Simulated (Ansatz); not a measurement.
This geometry of H$_{6}$OSi$_{2}$ (9 atoms, charge 0, multiplicity 1) is a first-order saddle point.

All numbers below come from RKS B3LYP/6-31G* (Ansatz).

```xyz
9
Properties=species:S:1:pos:R:3
Si -0.414 0.112 0.263
Si 1.157 -0.038 2.089
H 0.365 -0.642 3.202
H 2.463 -0.764 2.155
H 1.361 1.415 2.308
H 1.304 -0.069 0.406
H 0.070 1.103 -0.747
O -0.779 -1.253 -0.652
H -1.354 -1.880 -0.191
```

Task: Which two structures does it join? (They come from a converged band through this point; their orientation in space is the band's.)

Result: Bonds broken: Si1–Si2, Si1–H6. Bonds formed: Si2–H6. H6OSi2 becomes H2OSi + H4Si.

Initial state:

```xyz
9
Properties=species:S:1:pos:R:3
Si 0.307 -0.033 -0.014
Si 1.036 -0.016 2.226
H -0.103 -0.238 3.163
H 2.050 -1.075 2.487
H 1.643 1.307 2.550
H 1.466 0.117 -0.929
H -0.607 1.133 -0.217
O -0.418 -1.473 -0.467
H -1.201 -1.737 0.035
```

Final state:

```xyz
9
Properties=species:S:1:pos:R:3
Si -1.004 0.160 -0.387
Si 1.663 0.041 2.538
H 0.795 -0.770 3.430
H 3.091 -0.194 2.877
H 1.338 1.481 2.688
H 1.430 -0.368 1.124
H 0.137 0.653 -1.282
O -1.278 -1.244 -1.267
H -1.998 -1.774 -0.889
```

Task: How far does it lie above each of them?

Result: 2.11 eV above the first and 0.52 eV above the second. This is the barrier of this one path; another mechanism may lie lower. The orbitals stay closed-shell, which can raise the energy where a bond breaks towards radicals; this wasn't checked here.

Run time: 4.7 min on 1 thread of Arm Neoverse V1, with other jobs on the host, peak memory 0.12 GiB.
